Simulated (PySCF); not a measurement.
## SMILES NC[C@@H]1C[C@@H]1F, C4H8FN

Geometry:
```
atom   x (Å)   y (Å)   z (Å)
  N1   1.351  -0.918   1.427
  C2   0.424  -1.073   0.322
  C3   0.228   0.185  -0.509
  C4  -0.718   1.249  -0.015
  C5  -1.068   0.433  -1.216
  F6  -2.064  -0.490  -1.093
  H7   1.030  -0.186   2.053
  H8   2.268  -0.647   1.086
  H9   0.800  -1.877  -0.318
 H10  -0.538  -1.391   0.733
 H11   1.123   0.519  -1.023
 H12  -1.267   1.036   0.891
 H13  -0.476   2.291  -0.153
 H14  -1.094   0.868  -2.208
```

Theory: TDDFT CAM-B3LYP/def2-SVPD circular dichroism and optical rotation, one conformer, gas phase in PySCF 2.14.0. Geometry: GFN2-xTB.

The molecule is flexible and this is one conformer; a measurement averages over conformers. States above about 8.4 eV (minus the energy of the highest occupied orbital) lie near or above the ionisation threshold and depend on the basis. Singlets 12 and 13 lie within 0.01 eV of each other, so their separate moments and overlaps can depend on how they mix.

**Question.** Draw the ECD and absorption spectra from the lowest 16 states, each a Gaussian of half-width 0.3 eV at 1/e height.

**Answer.** 
```csv
E (eV),λ (nm),Δε (L mol⁻¹ cm⁻¹),ε (L mol⁻¹ cm⁻¹)
5.87,211,+0.29,85.8
5.97,208,+0.79,233
6.07,204,+1.73,508
6.17,201,+3.01,885
6.27,198,+4.20,1240
6.37,195,+4.69,1380
6.47,191,+4.20,1240
6.57,189,+2.99,890
6.67,186,+1.65,528
6.77,183,+0.55,298
6.87,180,-0.35,257
6.97,178,-1.29,389
7.07,175,-2.41,632
7.17,173,-3.68,888
7.27,170,-5.03,1080
7.37,168,-6.59,1190
7.47,166,-8.34,1300
7.57,164,-9.65,1400
7.67,162,-9.32,1430
7.77,159,-6.44,1300
7.87,157,-1.12,1090
7.97,155,+5.51,945
8.07,154,+11.59,1030
8.17,152,+15.35,1380
8.27,150,+16.34,1910
8.37,148,+16.05,2470
8.47,146,+16.37,2910
8.57,145,+17.33,3090
8.67,143,+16.78,3000
8.77,141,+11.83,2840
8.87,140,+0.70,2810
8.97,138,-15.45,2970
```
Δε uses R in velocity form, ε uses f in length form. Only the states computed contribute, so the short-wavelength end is incomplete.
